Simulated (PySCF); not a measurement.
Bonds (- single, = double, # triple, : aromatic): C1-C2 1.530 Å, C2-C3 1.470 Å, C3=C4 1.294 Å, C4-F5 1.324 Å, C4-C6 1.486 Å, C6-C3 1.530 Å. C1 carries H7, H8, H9; C2 carries H10, H11; C6 carries H12, H13.

Geometry: GFN2-xTB; GIAO absolute shieldings from PySCF, gas phase, non-relativistic, averaged over equivalent atoms.

At B3LYP/MINI (37 basis functions, 5.5 s wall time on 1 thread of an Intel Xeon, shared host):
```json
{"atoms": "C4", "σ (ppm)": "119.3"}
{"atoms": "C3", "σ (ppm)": "154.6"}
{"atoms": "C2", "σ (ppm)": "199.0"}
{"atoms": "C1", "σ (ppm)": "201.4"}
{"atoms": "C6", "σ (ppm)": "201.6"}
{"atoms": "F5", "σ (ppm)": "347.5"}
{"atoms": "H10/H11", "σ (ppm)": "28.26"}
{"atoms": "H12/H13", "σ (ppm)": "28.82"}
{"atoms": "H7/H8/H9", "σ (ppm)": "29.54"}
```

What do these become at KT2/pcSseg-1?

## Answers


| atoms | σ at KT2/pcSseg-1 | change |
| --- | --- | --- |
| C4 | 41.4 | -77.9 |
| C3 | 106.0 | -48.6 |
| C2 | 163.4 | -35.6 |
| C1 | 172.3 | -29.1 |
| C6 | 159.7 | -41.9 |
| F5 | 313.5 | -34.0 |
| H10/H11 | 29.16 | +0.90 |
| H12/H13 | 29.68 | +0.86 |
| H7/H8/H9 | 30.48 | +0.94 |

The largest change is at C4 (fully substituted alkene carbon). Cost: 137 basis functions, 37 s wall time on 1 thread of an Intel Xeon, shared host. The order of the carbon signals changes between the two levels.
